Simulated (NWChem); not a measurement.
Correlation energy of HS

```
S
H 1 1.3538
```
Charge 0, spin multiplicity 2.

All runs are NWChem calculations. All single points use one geometry, from UPBE0/def2-SVP, a minimum by its harmonic frequencies.

Basis set: STO-3G. Each correlation energy counts from its own Hartree-Fock reference.

The correlated methods keep 5 core orbitals frozen. The structure started from a generated list of species. The unpaired electrons of the parent sit in orbitals of symmetry b2 (C2v labels of the run); other states weren't searched. No SCF solution was tested for a lower state. Open-shell Hartree-Fock references start from PBE0 orbitals. Coupled-cluster values serve here as a point of comparison, not as the truth.

One of these methods gave a correlation energy of -14.4 mHa. Which?
(A) UMP2
(B) SCS-UMP2
(C) CCSD[T] on ROHF

A, UMP2. The others give -23.1 (CCSD[T] on ROHF), -17.3 (SCS-UMP2).
